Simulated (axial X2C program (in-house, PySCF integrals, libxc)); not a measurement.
**Potential curves of SiCl⁺, 2c**

All values were computed with an in-house relativistic program for diatomic molecules. Two-component (2c) means X2C with spin–orbit coupling and atomic mean-field two-electron Coulomb and Gaunt terms. Basis: Cl dyall-av3z [9s8p3d2f], Si dyall-v3z [8s7p2d1f] (cores contracted in-house); Gaussian nuclei, density fitting, unrestricted open shells. Masses: Cl 34.969 u, Si 27.977 u.

State: Ω = 0 (closed shell). Energies in eV from the fragments at the same level (Cl + Si+). Fits are polynomials in 1 − R0/R over 0.85 to 1.23 times the lowest point R0.

```json
{"R (Å)": "1.7936", "CCSD": "-4.2756"}
{"R (Å)": "1.8527", "CCSD": "-4.5790"}
{"R (Å)": "1.9119", "CCSD": "-4.7327"}
{"R (Å)": "1.9710", "CCSD": "-4.7705"}
{"R (Å)": "2.0400", "CCSD": "-4.7042"}
{"R (Å)": "2.1090", "CCSD": "-4.5504"}
{"R (Å)": "2.1977", "CCSD": "-4.2639"}
```

Correlated methods: 10 electrons correlated (number of frozen shells: Cl 2 s, 1 p; Si 2 s, 1 p), 168 virtual spin orbitals or spinors in MP2, 90 natural virtuals in coupled cluster.

Occupations by symmetry block were frozen at the best pattern of an incomplete PBE0 search. Closed shells are restricted here (equal orbitals for both partners); the stretched side of such a curve lies too high. De is counted from the lowest determinant-based energies of the atoms at the same level, without counterpoise correction. CCSD ran in a truncated set of natural virtual spinors with an MP2 remainder; without triples it tends to underbind. Coupled cluster ran on the points near the minimum only. MP2 and coupled cluster on one determinant become unreliable at the stretched end.

Q: Fit the CCSD curve near its minimum: give the equilibrium distance, the harmonic wavenumber and the well depth.

A: At CCSD, 2c: Re = 1.964 Å, ωe ≈ 674 cm⁻¹, De = 4.77 eV to Cl + Si+; Be follows as 0.281 cm⁻¹.
